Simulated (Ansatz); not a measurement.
`CC(C)(F)C=O` + `N#CO` → `N#COC=O` + `CC(C)F` at 700 K and 1 bar (substitution at a C–C bond).

Isolated molecules relaxed with PBE0-D4/def2-TZVP in Ansatz; ΔE leaves out vibrations. CBS: MP2 limit from def2 TZ/QZ plus the TZ coupled-cluster correction, frozen cores. This one scheme is used for every species. Each species was taken in one conformer, which may not be the lowest.

```tsv
species	CCSD(T)/CBS energy (Eh)	H − E (kJ/mol)	S (J/(mol·K))
`CC(C)(F)C=O`	-331.38000	357.6	474.2
`N#CO`	-168.48100	90.2	286.3
`N#COC=O`	-281.69242	132.9	361.4
`CC(C)F`	-218.16942	315.3	389.7
```

H − E and S are ideal-gas, rigid-rotor, harmonic terms from PBE0-D4/def2-TZVP, for one conformer and one mirror image of each species. 1 Eh = 2625.50 kJ/mol, R = 8.31446 J/(mol·K).

**Question.** By hand: ΔE, ΔH, ΔS and ΔG.

**Answer.** ΔE = (-281.69242) + (-218.16942) − (-331.38000) − (-168.48100) = -0.00084 Eh = -2.2 kJ/mol. Δ(H − E) = 132.9 + 315.3 − 357.6 − 90.2 = 0.4, so ΔH = -1.8 kJ/mol. ΔS = 361.4 + 389.7 − 474.2 − 286.3 = -9.4 J/(mol·K). ΔG = -1.8 − 700 × (-9.4)/1000 = 4.8 kJ/mol.

**Question.** By hand: the equilibrium constant, and the temperature at which ΔG would vanish if ΔH and ΔS stayed fixed.

**Answer.** log₁₀ K = −ΔG/(RT ln 10) = -0.4. ΔG = 0 at ΔH/ΔS = 191 K, though so small a ΔH makes that figure unsure.

TΔS isn't small against ΔH here. The sign of ΔG lies within the doubt. A doubt of 5 kJ/mol in ΔE shifts log₁₀ K by 0.4 here. Other conformers and mirror images would add mixing entropy, several J/(mol·K) or more a flexible species. Modes under 60 cm⁻¹, often nearly free rotors, make the harmonic entropy too high. These are equilibria of isolated gas molecules and say nothing of rates. Largest T1 diagnostic: 0.017 (customary marks: 0.02 for closed shells, 0.045 for open ones).
